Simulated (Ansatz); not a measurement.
Geometry optimisation, UKS B3LYP-D4/def2-SVP in Ansatz 0.2.0.

The input (input.yaml):

```yaml
crystal:
  periodic: [false, false, false]
  atoms:
    - { symbol: Si, position_ang: [-0.806881, 0.148917, -0.016979] }
    - { symbol: Si, position_ang: [1.236413, -0.964991, 0.316575] }
    - { symbol: H, position_ang: [-1.420693, -0.089707, -1.295051] }
    - { symbol: S, position_ang: [-0.49746, 2.254431, -0.344503] }
    - { symbol: H, position_ang: [-1.793119, -0.150011, 1.066952] }
    - { symbol: H, position_ang: [0.993342, -2.432556, 0.450635] }
    - { symbol: H, position_ang: [2.138415, -0.716629, -0.843524] }
    - { symbol: H, position_ang: [1.87901, -0.445792, 1.560607] }
    - { symbol: H, position_ang: [-1.729127, 2.39634, -0.894813] }
magnetization:
  spin_polarized: true
basis:
  gaussian: { orbitals: def2-SVP }
hamiltonian:
  xc: b3lyp
  dispersion: d4
relax:
  f_tol: 0.03
  max_steps: 50
```

Command:

```bash
$ ansatz run input.yaml --threads 2 --pin off --max-ram 3072MiB --backend cpu --events-out ev --progress --plain --runs-dir out
```

Problem. Where does it end, and by what steps?

Solution. The forces met the threshold. After 4 steps the energy has fallen by 0.185 eV; H3 moved furthest, 0.37 Å.

| step | energy less start (eV) | largest force component (eV/Å) | accepted |
| --- | --- | --- | --- |
| 0 | 0.0000 | 0.919 | yes |
| 1 | -0.1489 | 0.232 | yes |
| 2 | -0.1799 | 0.154 | yes |
| 3 | -0.1831 | 0.124 | yes |
| 4 | -0.1853 | 0.018 | yes |

```xyz
9
Properties=species:S:1:pos:R:3
Si -0.840 0.124 -0.127
Si 1.217 -0.925 0.306
H -1.461 -0.453 -1.357
S -0.409 2.232 -0.384
H -1.789 -0.102 1.005
H 0.987 -2.391 0.481
H 2.152 -0.711 -0.836
H 1.828 -0.376 1.552
H -1.686 2.603 -0.639
```

The run took 12 s on 2 threads of Arm Neoverse V2, on a shared host, peak memory 0.23 GiB.
